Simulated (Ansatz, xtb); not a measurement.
**C2H7Al: which of two isomers lies lower**

We compare a, `[CH3][AlH][CH3]`, a singlet, with b, `C[CH2][AlH2]`, a singlet. Both are isolated molecules in the gas phase, relaxed with B3LYP/6-31G*; the shapes shown needn't be the lowest conformers.

a (Å):

```yaml
atoms:
  - { symbol: C, position_ang: [-1.0756, 0.3709, -2.3485] }
  - { symbol: C, position_ang: [1.8433, 1.0200, -0.5742] }
  - { symbol: Al, position_ang: [0.8516, 0.1245, -2.0220] }
  - { symbol: H, position_ang: [-1.5566, 1.0688, -1.6536] }
  - { symbol: H, position_ang: [-1.2558, 0.7402, -3.3680] }
  - { symbol: H, position_ang: [-1.6093, -0.5876, -2.2777] }
  - { symbol: H, position_ang: [1.6594, -0.8596, -2.9909] }
  - { symbol: H, position_ang: [2.6427, 1.6541, -0.9837] }
  - { symbol: H, position_ang: [1.2172, 1.6518, 0.0662] }
  - { symbol: H, position_ang: [2.3443, 0.2849, 0.0711] }
```

b (Å):

```xyz
10

C    -0.6265    0.5575   -2.3138
C     0.8541    0.2274   -2.0463
Al    1.6126    0.8175   -0.3213
H    -0.9591    0.1905   -3.2939
H    -0.8106    1.6384   -2.2933
H    -1.2842    0.1090   -1.5596
H     1.4837    0.6475   -2.8474
H     1.0166   -0.8599   -2.1250
H     0.7324    1.5932    0.7601
H     3.1436    0.5163    0.0133
```

**Question.** Estimate E(b) − E(a) at the level CCSD(T)/def2-TZVP.

**Answer.** Calculated at CCSD(T)/def2-TZVP: E(b) − E(a) = +59.6 kJ/mol, so structure a lies lower.

Level by level:

```csv
level,geometry,E(b) − E(a) (kJ/mol),departure from the last row (kJ/mol),"job, with rough time for the two"
GFN2-xTB,GFN2-xTB,−22.5,−82.1,"optimisation, 1.5 s"
HF/STO-3G,GFN2-xTB,+73.9,+14.3,"single point, 1.6 s"
r2SCAN-D4/def2-SVP,GFN2-xTB,+65.0,+5.4,"single point, 8.5 s"
B3LYP/6-31G*,B3LYP/6-31G*,+53.1,−6.6,"optimisation, 56 s"
HF/def2-TZVP,B3LYP/6-31G*,+53.5,−6.1,part of the CCSD(T) run
MP2/def2-TZVP,B3LYP/6-31G*,+62.4,+2.8,part of the CCSD(T) run
CCSD(T)/def2-TZVP,B3LYP/6-31G*,+59.6,,"single point, 85 s"
```

As drawn, b has 1 C–C, 1 Al–H in place of 1 C–Al, 1 C–H.

GFN2-xTB puts the two in the other order. The largest departure from CCSD(T)/def2-TZVP is that of GFN2-xTB, 82.1 kJ/mol.

With harmonic frequencies from B3LYP/6-31G* (ideal gas, rigid rotor, one conformer each, 298.15 K, 1 atm): on the last row, ΔE + ΔZPE = +59.1 kJ/mol. A mode under 50 cm⁻¹ makes harmonic enthalpies and free energies unreliable, so none is given.

The correlated steps freeze 7 core orbitals. Run with Ansatz 0.2.0, xtb 6.7.1; the last row on 1 thread of AMD EPYC (Zen 3) on a shared host.
